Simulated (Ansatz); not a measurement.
Rock-salt HfN, treated with LDA in Ansatz (PAW).

Run with plane-wave cutoff 500 eV, 16×16×16 k mesh, Fermi–Dirac smearing 0.05 eV, scalar-relativistic PAW data made under PBE.

Computed at the level's own relaxed cell.

Q: Give the computed equilibrium volume per atom and equilibrium lattice constant a.

A: 
- equilibrium volume per atom = 11.15 Å³/atom
- equilibrium lattice constant a = 4.468 Å

Measured, for comparison: equilibrium volume per atom 11.57 Å³/atom, lattice constant a 4.524 Å (room temperature, not corrected to a static lattice; as tabulated in Seo, Lee, Wen, Petrov, Greene, Gall, J. Appl. Phys. 96, 878 (2004)). Computed (rounded) less measured: equilibrium volume per atom -3.6 %, lattice constant a -1.2 %. A static lattice is as a rule a little smaller and stiffer than an uncorrected measurement, which narrows the difference in the lattice constant a and would widen misses of the other sign.

Spin–orbit coupling is not included.

Static lattice: no zero-point or thermal effects.

Ansatz is a quantum-chemistry and plane-wave program.
